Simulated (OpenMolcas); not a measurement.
## Setting up BNH2 (SMILES B[N]) in OpenMolcas

The species is BNH2 (4 atoms), meant as a triplet with charge 0. As SMILES, `B[N]`. Geometry: relaxed at GFN2-xTB.

```xyz
4

B    -0.0357    0.0066   -0.0239
N     1.0418   -0.1917    0.6977
H    -1.0569   -0.4740    0.3346
H     0.0509    0.6591   -1.0083
```

Settings wanted:

```json
{
  "method": "DFT",
  "reference": "UKS",
  "relativity": "none",
  "symmetry": "none",
  "basis set": "STO-3G",
  "task": "energy",
  "functional": "PBE",
  "nucleus": "point",
  "integration grid": "UltraFine",
  "SCF convergence threshold": "1e-10"
}
```

**Question.** Write the OpenMolcas 26.06 input and the command.

**Answer.** This one ran through:

input.xyz:
```
4

B     -0.035750     0.006580    -0.023930
N      1.041780    -0.191660     0.697680
H     -1.056920    -0.473990     0.334600
H      0.050890     0.659060    -1.008340
```

run.input:
```
&gateway
baslib=$CurrDir
coord=input.xyz
basis=STO-3G
group=NoSym
&seward
gridinput
Grid=UltraFine
End of Grid
&scf
uhf
spin=3
ksdft=PBE
thresholds=1e-10 1e-07 1e-07 1e-05
prorbitals=1 1
```

```bash
$ export MOLCAS_MEM=1860
$ pymolcas run.input > run.log
```

(Basis files named in the input come from the Basis Set Exchange and aren't shown.)

Calculated total energy: -79.49710 Eh.
